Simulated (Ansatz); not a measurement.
A run of Ansatz (development build ahead of 0.2.0) on singlet CH2S at this shape:

```tsv
atom	x (Å)	y (Å)	z (Å)
C	0.0000	0.0000	-1.1034
S	0.0000	0.0000	0.6315
H	0.0000	-1.0041	-1.7418
H	0.0000	1.0041	-1.7418
```

Its results:

```json
{
 "Converged": "yes",
 "Reference energy": "-436.52198 hartree",
 "Correlation energy": "-0.33460 hartree",
 "Total energy": "-436.85658 hartree",
 "Spin squared of the determinant": "0.000"
}
```

Task: Which input gives this output? Name the method, the orbitals and the basis set, and write the input.

Result: RHF-MP2 in def2-TZVP. An unrestricted run that stays on the closed shell gives the same numbers.

```yaml
crystal:
  periodic: [false, false, false]
  atoms:
    - { symbol: C, position_ang: [0.0, 0.0, -1.10337] }
    - { symbol: S, position_ang: [0.0, 0.0, 0.63149] }
    - { symbol: H, position_ang: [0.0, -1.00409, -1.7418] }
    - { symbol: H, position_ang: [0.0, 1.00409, -1.7418] }
basis:
  gaussian: { orbitals: def2-TZVP }
hamiltonian:
  xc: hf
correlation:
  method: mp2
  frozen_orbitals: { C: 1, H: 0, S: 5 }
```

Caution: in another basis set an unrestricted determinant lies well below.
